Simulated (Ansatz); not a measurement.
**HAl–CH, quartet along the distance Al1-C2**

Starting geometry (PBE0/def2-TZVP stationary point for this spin, not checked as a minimum):

```xyz
4

Al    0.0000   -0.0744    0.6134
C     0.0000    0.0101   -1.3080
H     0.0000    1.3217    1.4205
H     0.0000    0.5490   -2.2537
```

From there C2, H4 move together along the line of the two atoms named below, all else staying in place; atoms are numbered as listed. Energies are in eV, counted from the starting geometry at the same level.

Basis 6-31G; Ansatz 0.2.0. Only valence electrons are correlated (noble-gas cores frozen). Prefix R: restricted or restricted open-shell reference. Active spaces: valence = (9e, 10o) chosen from the atoms' valence shells.

For open shells CISD is restricted-active-space CI with the open shells as a complete middle space. Runs in a small pair space aren't shown, since their orbitals change along the scan.

Full CI is exact within this basis and frozen core; it isn't the basis-set limit.

```csv
distance Al1-C2 (Å),full CI,unpaired electrons (full CI),error RHF,error CISD,error RCCSD,error RCCSDT,error CASSCF (valence space),error NEVPT2 (valence space)
1.544,2.640,3.02,-0.105,-0.020,-0.008,-0.001,-0.008,-0.007
1.763,0.448,3.02,-0.059,-0.012,-0.005,0.000,-0.006,-0.004
1.923,0.000,3.03,0.000,0.000,0.000,0.000,0.000,0.000
2.107,0.061,3.03,0.088,0.019,0.009,0.001,0.014,0.007
2.373,0.613,3.05,0.245,0.056,0.029,0.002,0.047,0.021
2.689,1.417,3.08,0.477,0.114,0.058,0.004,0.095,0.033
3.113,2.214,3.13,0.024,0.139,0.023,0.003,0.092,0.060
3.498,2.490,3.09,-0.258,0.015,-0.026,0.000,0.002,0.050
4.321,2.572,3.07,-0.351,-0.020,-0.046,-0.001,-0.057,0.025
5.207,2.582,3.07,-0.360,-0.022,-0.047,-0.001,-0.064,0.021
6.629,2.587,3.07,-0.362,-0.022,-0.048,-0.001,-0.066,0.019
```

Unpaired electrons are Σ n²(2−n)² over natural occupations. Errors are those of relative energies. In total energy the starting point itself misses full CI by: RHF 2.818, CISD 0.178, RCCSD 0.069, RCCSDT 0.004, CASSCF (valence space) 0.977, NEVPT2 (valence space) 0.272 eV.

Spread of the error over the points with a reference, to 6.629 Å (largest less smallest): RCCSDT 0.006, NEVPT2 (valence space) 0.067, RCCSD 0.106, CASSCF (valence space) 0.161, CISD 0.161, RHF 0.839 eV.

Going outwards, the relative energy of NEVPT2 (valence space) first misses by more than 0.043 eV (1 kcal/mol) at 3.113 Å.
